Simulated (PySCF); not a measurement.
**Broadened absorption spectrum of isopropenyl methyl ketone**

Species: isopropenyl methyl ketone, C₅H₈O.
Numbering: `[CH2:1]=[C:2]([CH3:3])[C:4]([CH3:5])=[O:6]` (hydrogens: H7, H8 on C1; H9, H10, H11 on C3; H12, H13, H14 on C5)

Structure used (GFN2-xTB), in Å, numbered top down from 1:
```
atom  x, y, z in Å
C1    -1.6334   -1.1789   -0.1063
C2    -0.6277   -0.3060   -0.0906
C3    -0.7914    1.1142   -0.5353
C4     0.7033   -0.7757    0.3916
C5     1.8121    0.2464    0.4283
O6     0.8865   -1.9206    0.7402
H7    -2.6228   -0.9139   -0.4387
H8    -1.4771   -2.1930    0.2216
H9    -0.5552    1.8032    0.2735
H10   -1.8162    1.2923   -0.8509
H11   -0.1300    1.3371   -1.3710
H12    2.7229   -0.2244    0.7897
H13    1.9854    0.6530   -0.5652
H14    1.5428    1.0659    1.0909
```

Method used: TDDFT B3LYP/def2-SVPD, vertical, gas phase, core orbitals frozen in the response in PySCF 2.14.0, density-fitted response routines.

Computed states:

```json
{"state": "S1", "E (eV)": "3.66", "f": "0.0001"}
{"state": "S2", "E (eV)": "5.52", "f": "0.192"}
{"state": "S3", "E (eV)": "6.47", "f": "0.0084"}
{"state": "S4", "E (eV)": "6.90", "f": "0.0003"}
{"state": "S5", "E (eV)": "6.91", "f": "0.0014"}
{"state": "S6", "E (eV)": "7.04", "f": "0.0005"}
{"state": "S7", "E (eV)": "7.36", "f": "0.036"}
```

Broadening: Gaussians 0.3 eV wide at half height, area fixed by f = 4.319×10⁻⁹ ∫ε dν̃. The width is an assumption, not a result. The curve ends short of the highest state used, and states not computed would add to its high-energy end.

Question: What does the envelope look like, and where are its maxima?

Answer: 
```
E (eV)  ε (L mol⁻¹ cm⁻¹)
  3.21                 0
  3.33                 0
  3.45                 3
  3.57                10
  3.70                12
  3.82                 5
  3.94                 1
  4.06                 0
  4.19                 0
  4.31                 0
  4.43                 0
  4.55                 0
  4.68                 0
  4.80                 0
  4.92                 0
  5.04                12
  5.17               358
  5.29              3166
  5.41             11520
  5.53             17263
  5.65             10652
  5.78              2320
  5.90               225
  6.02                10
  6.14                24
  6.27               207
  6.39               605
  6.51               727
  6.63               373
  6.76               145
```

Maxima: 339 nm (3.66 eV), ε about 13, made up of S1 (100%); 224 nm (5.53 eV), ε about 17000, made up of S2 (100%); 191 nm (6.47 eV), ε about 750, made up of S3 (100%) (ε in L mol⁻¹ cm⁻¹; maxima over ε = 5, shares over 10%).

Question: Coming from long wavelengths, where does ε first pass 100 L mol⁻¹ cm⁻¹?

Answer: At about 242 nm (5.12 eV), 1.46 eV above S1.

Question: What would ε be at 5.53 eV, the highest of these maxima, with half the width (0.15 eV)?

Answer: About 34400 L mol⁻¹ cm⁻¹ against 17300, a factor of about 1.99; a lone state at its own centre would give exactly 2.

Question: On this curve, what absorbance would a 10⁻⁴ mol/L sample give at 193 nm over a 1 cm path?

Answer: 193 nm is 6.424 eV, where ε is about 700 L mol⁻¹ cm⁻¹, so A = ε c l ≈ 0.07 (Beer–Lambert, with the gas-phase spectrum and the assumed width).

One conformer stands for the species.
